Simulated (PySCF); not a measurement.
ammonia (H₃N), SMILES N. Atoms are numbered in the order given.

```xyz
4

N      0.0000     0.0000     0.1179
H     -0.8179    -0.4722    -0.2751
H      0.0000     0.9445    -0.2751
H      0.8179    -0.4722    -0.2751
```
Charge 0, spin multiplicity 1.

Coordinates come from a PBE-D3(BJ)/def2-TZVPD optimisation.

Calculation: PySCF with B3LYP/pcJ-2.

Isotropic couplings with Fermi-contact, spin-dipole and both spin-orbit terms, one fixed conformer, no vibrational averaging. Isotopes: 14N, 1H.

Q: Estimate the spin–spin coupling constants. (An estimate is asked for; the answer gives what the named calculation found.)

A: 
```
pair   bonds apart  J (Hz)
-----  -----------  ------
N1–H2            1    43.6
N1–H3            1    43.6
N1–H4            1    43.6
H2–H3            2   -10.3
H2–H4            2   -10.3
H3–H4            2   -10.3
```
